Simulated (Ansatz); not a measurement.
Consider the isomerisation: `C/C=C\C(C)C` → `CCC=C(C)C`.

Calculated with Ansatz (gas phase, PBE0-D4/def2-TZVP geometries, no zero-point term in ΔE). CCSD(T)/CBS is the MP2 limit (def2-TZVPP, def2-QZVPP) plus CCSD(T) − MP2 in def2-TZVPP, frozen cores. Functionals use def2-TZVPP. One conformer a species, not always the lowest.

`C/C=C\C(C)C`:

Z-matrix (Å, degrees):
```
C
C 1 1.491
H 1 1.090 2 112.9
H 1 1.095 2 110.7 3 -121.1
H 1 1.095 2 110.7 3 121.1
C 2 1.330 1 127.7 3 0.2
H 2 1.088 1 115.1 3 -179.8
C 6 1.497 2 128.2 1 0.0
H 6 1.090 2 117.5 1 -180.0
C 8 1.526 6 110.3 2 -118.6
C 8 1.526 6 110.3 2 118.8
H 8 1.094 6 109.3 2 0.1
H 10 1.093 8 111.0 6 -179.4
H 10 1.094 8 110.6 6 -59.9
H 10 1.092 8 111.3 6 59.8
H 11 1.094 8 110.6 6 59.9
H 11 1.093 8 111.0 6 179.5
H 11 1.092 8 111.2 6 -59.8
```

`CCC=C(C)C`:

```xyz
18

C     0.375   -0.505   -2.510
C     0.887   -0.773   -1.098
C    -0.199   -0.683   -0.078
C    -0.319    0.178    0.932
C    -1.498    0.121    1.854
C     0.668    1.255    1.257
H    -0.434   -1.193   -2.771
H     1.170   -0.628   -3.251
H    -0.017    0.511   -2.595
H     1.702   -0.084   -0.867
H     1.323   -1.780   -1.066
H    -0.999   -1.413   -0.202
H    -1.178   -0.039    2.889
H    -2.186   -0.680    1.580
H    -2.050    1.067    1.842
H     1.078    1.110    2.263
H     0.175    2.234    1.263
H     1.501    1.303    0.558
```

```csv
level,ΔE (kJ/mol),difference from CCSD(T)/CBS
PBE-D4,-10.5,-4.0
r2SCANh-D4,-9.6,-3.1
BHLYP-D4,-8.4,-1.9
CAM-B3LYP-D4,-8.6,-2.1
PBE-QIDH,-8.9,-2.4
PBE,-11.3,-4.8
BLYP,-10.6,-4.1
PBE0,-10.7,-4.2
r2SCAN0,-9.7,-3.2
CAM-B3LYP,-9.3,-2.8
LC-ωPBE,-9.5,-3.0
HF/def2-TZVPP,-7.3,-0.8
SCS-MP2/def2-TZVPP,-6.5,0.0
HF/def2-QZVPP,-7.3,-0.8
MP2/def2-QZVPP,-7.0,-0.5
MP2/CBS(def2),-6.9,-0.4
CCSD(T)/CBS,-6.5,0
```

Largest T1 diagnostic among the species: 0.009.

Leaving LDA and LC-ωPBE aside and taking each functional with its dispersion term where it has one, the values, not all of them listed here, spread over 3.0 kJ/mol, from PBE-D4 to ωB97M-V.
